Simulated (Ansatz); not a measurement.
Basis-set extrapolation for `C=CCC(=O)O` (PBE0-D4/def2-TZVP geometry, frozen core, the Gaussian-basis code of Ansatz). Multiplicity 1, RHF reference.

```tsv
	def2-TZVPP	def2-QZVPP
HF	-304.813778	-304.827379
MP2 correlation	-1.111408	-1.190873
CCSD(T) correlation	-1.190457	not run
```

Energies in hartree. Use E(X) = E(∞) + A·exp(−7.88·√X) for Hartree–Fock and E(X) = E(∞) + B·X^(−2.97) for correlation, with X = 3 and 4, and add CCSD(T) minus MP2 of the smaller set to the MP2 limit.

**Question.** What is the CCSD(T) energy at the basis-set limit?

**Answer.** HF limit: -304.827379 + (-0.013601) × 0.13774 = -304.82925. MP2 limit: -1.190873 + (-0.079465) × 0.74074 = -1.24974. Higher-order term: -1.190457 − (-1.111408) = -0.07905. Total: -306.15804 hartree, 403.8 kJ/mol below CCSD(T)/def2-TZVPP.
